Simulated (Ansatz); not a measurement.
Results of r²SCAN-D4 (plane waves, PAW; Ansatz, a program for electronic structure) for zinc-blende MnSe (metastable phase).

Numerical settings: plane-wave cutoff 500 eV, 12×12×12 k mesh, gaussian smearing 0.02 eV, spin-polarised start, scalar-relativistic PAW data made under PBE.

Cell (relaxed at this level):

MnSe is taken in the cubic space group F-43m (No. 216), the zinc blende structure, Pearson symbol cF8. Lattice parameters: a = 5.8994 Å, b = 5.8994 Å, c = 5.8994 Å, α = 90.00°, β = 90.00°, γ = 90.00°. Mn on 4a is coordinated by 4 Se at 2.555 Å (tetrahedral). Se on 4d is coordinated by 4 Mn at 2.555 Å (tetrahedral). (Neighbours: up to the widest gap in distance over summed covalent radii, below 1.35, at either atom; cation-cation and far metal-metal contacts left out.)
(The calculation used a cell of 2 atoms; values per cell refer to that cell.)

Question: What does this level give for the band gap?

Answer: 
- band gap = 0.76 eV (on the SCF k mesh)

Note: the magnetic order was assumed, not searched for or taken from measurement.

Spin–orbit coupling is not included.

The computed numbers hold no vibrational or temperature effects.

Computing time: very roughly 100 core-seconds.
